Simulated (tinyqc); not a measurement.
Inside a calculation. Method: harmonic frequencies on the UHF/sto-3g surface (energies and gradients from PySCF), for OH+, spin multiplicity 3. Computed by tinyqc, a small Python program that keeps every step (integrals from PySCF). Settings: charge = 1, multiplicity = 3, basis = sto-3g, delta = 0.01. Command: `OMP_NUM_THREADS=1 python tinyqc.py 31689 31690 out.jsonl` (the two numbers bound the seeds that draw the settings). One thread of a shared host (Intel(R) Xeon(R) Processor @ 2.60GHz), about 0.8 s of CPU time with the checks.

## One row of the Hessian: 2Hz

optimised positions (bohr), order 1O, 2H:
```
[[0.000000, 0.000000, -0.003262],
 [0.000000, 0.000000, 2.044166]]
```

gradient at +delta (hartree/bohr), order 1O, 2H:
```
[[0.00000000, 0.00000000, -0.00418419],
 [0.00000000, 0.00000000, 0.00418419]]
```

gradient at -delta (hartree/bohr), order 1O, 2H:
```
[[0.00000000, 0.00000000, 0.00429542],
 [0.00000000, 0.00000000, -0.00429542]]
```

Displace 2Hz by +/-0.01 bohr; H(k, :) = (g(+) - g(-)) / (2 delta).

row of the Hessian (hartree/bohr^2): [0.00000000, 0.00000000, -0.42398016, 0.00000000, 0.00000000, 0.42398016]

## Hessian by finite differences

All rows are made in the same way, and the matrix is symmetrised.

Hessian (symmetrised) (hartree/bohr^2), order 1Ox, 1Oy, 1Oz, 2Hx, 2Hy, 2Hz:
```
[[0.00001102, 0.00000000, 0.00000000, -0.00001102, 0.00000000, 0.00000000],
 [0.00000000, 0.00001102, 0.00000000, 0.00000000, -0.00001102, 0.00000000],
 [0.00000000, 0.00000000, 0.42398016, 0.00000000, 0.00000000, -0.42398016],
 [-0.00001102, 0.00000000, 0.00000000, 0.00001102, 0.00000000, 0.00000000],
 [0.00000000, -0.00001102, 0.00000000, 0.00000000, 0.00001102, 0.00000000],
 [0.00000000, 0.00000000, -0.42398016, 0.00000000, 0.00000000, 0.42398016]]
```

## Normal modes

masses (u): [15.994915, 1.007825]

Diagonalise H_ij / sqrt(m_i m_j); the 5 smallest eigenvalues belong to translations and rotations; wavenumber = sqrt(eigenvalue / 1822.888) x 219474.63; each mode has its largest component positive (the first on a tie); zero-point energy = sum of wavenumbers / 2, with 349.755 1/cm per kcal/mol.

eigenvalues of the mass-weighted Hessian (hartree/(bohr^2 u)): [0.000000, 0.000000, 0.000000, 0.000012, 0.000012, 0.447195]

harmonic wavenumbers of the vibrations (1/cm): [3437.6]

mass-weighted modes, order 1Ox, 1Oy, 1Oz, 2Hx, 2Hy, 2Hz:
```
[[0.000000],
 [0.000000],
 [-0.243463],
 [0.000000],
 [0.000000],
 [0.969910]]
```

zero-point energy = 4.914269 kcal/mol
